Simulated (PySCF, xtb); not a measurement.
Protons, H atoms and electrons added to or taken from C. All species are isolated molecules in the gas phase. Strings in code marks are SMILES.

Quantity: gas-phase deprotonation enthalpy at 298 K, in kcal/mol. Enthalpy corrections at 298 K come from GFN2-xTB frequencies (xtb). Levels without diffuse functions put anions too high.

Case: proton removed from C1: `[CH3-]`. The other species in the difference include `C` (neutral, multiplicity 1). Geometry of `[CH3-]` (charge -1, multiplicity 1, Å):

```xyz
4

C     -0.0120    -0.0029     0.2616
H      1.0158    -0.1321    -0.1395
H     -0.6110    -0.8040    -0.2214
H     -0.3796     0.9424    -0.1913
```

**Question.** Estimate the gas-phase deprotonation enthalpy at 298 K that B3LYP/3-21G // ωB97X-D3(BJ)/def2-TZVPD (PySCF) returns for this input.

**Answer.** 456.0 kcal/mol.
